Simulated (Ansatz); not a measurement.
What each rung costs, and what it gives

Saddle point of BSiH6F, singlet (BH₂F ([BH2][F]) + SiH₄ → BSiH₅ ([BH2][SiH3]) + HF; bonds formed: B1–Si6, F2–H5; bonds broken: B1–F2, H5–Si6), PBE0-D4/def2-TZVP structure:

```
9
angstrom
B -0.1330 -0.2501 -1.0296
F -1.4803 -1.1755 -0.7751
H 0.7406 -0.9712 -1.4022
H -0.4621 0.7094 -1.6565
H -0.9846 -0.6915 0.0783
Si 0.3992 0.4229 0.9131
H 0.8796 -0.5872 1.8929
H -0.5220 1.3645 1.6030
H 1.5624 1.1786 0.3761
```

Barriers are electronic and count from the start structure reached by relaxing down the imaginary mode.

Program: Ansatz 0.2.0. Basis: as named in each row. Cores are frozen in the correlated methods. B3LYP uses VWN-RPA correlation. Extrapolation: Hartree–Fock as exp(−7.88 √X), correlation as X^−2.97.

Times are rough, for one single point on 2 threads of a shared host (Arm Neoverse V1).

The estimate by CCSD(T) at an estimated basis limit (MP2 extrapolated from triple and quadruple zeta, plus CCSD(T) − MP2 in triple zeta) is 2.292 eV.

| method | basis | time (s) | barrier (eV) | method less estimate |
| --- | --- | --- | --- | --- |
| HF | STO-3G | under 1 | 3.285 | 0.993 |
| PBE-D4 | STO-3G | under 1 | 1.812 | -0.480 |
| SPW92 | def2-SVP | under 1 | 1.391 | -0.901 |
| B3LYP-D4 | 6-31G | under 1 | 2.222 | -0.070 |
| PBE-D4 | def2-SVP | under 1 | 1.733 | -0.559 |
| PBE0-D4 | def2-SVP | under 1 | 1.957 | -0.335 |
| SPW92 | def2-TZVPP | 1 | 1.421 | -0.871 |
| CCSD(T) | def2-SVP | 2 | 2.450 | 0.158 |
| PBE-D4 | def2-TZVPP | 2 | 1.755 | -0.537 |
| BLYP-D4 | def2-TZVPP | 2 | 2.136 | -0.156 |
| BHLYP-D4 | def2-TZVPP | 2 | 2.556 | 0.263 |
| PBE0-D4 | def2-TZVPP | 3 | 1.975 | -0.317 |
| B3LYP-D4 | def2-TZVPP | 3 | 2.276 | -0.016 |
| CAM-B3LYP-D4 | def2-TZVPP | 3 | 2.311 | 0.019 |
| wB97M-V | def2-SVP | 4 | 2.188 | -0.104 |
| r2SCAN-D4 | def2-TZVPP | 4 | 1.980 | -0.313 |
| RPA on PBE | def2-TZVPP | 4 | 2.322 | 0.030 |
| B2PLYP | def2-TZVPP | 5 | 2.337 | 0.045 |
| r2SCAN0-D4 | def2-TZVPP | 5 | 2.130 | -0.162 |
| PBE-QIDH | def2-TZVPP | 5 | 2.182 | -0.110 |
| wB97X-V | def2-TZVPP | 8 | 2.221 | -0.071 |
| B97M-V | def2-TZVPP | 9 | 2.184 | -0.108 |
| wB97M-V | def2-TZVPP | 9 | 2.227 | -0.065 |
| MP2 | def2-QZVPP | 18 | 2.270 | -0.022 |
| CCSD(T) | def2-TZVPP | 45 | 2.317 | 0.025 |

All methods are single points on the PBE0-D4 structures.

T1 diagnostic: at most 0.014.

Labels in which every atom is bracketed show which atoms are joined, not bond orders.
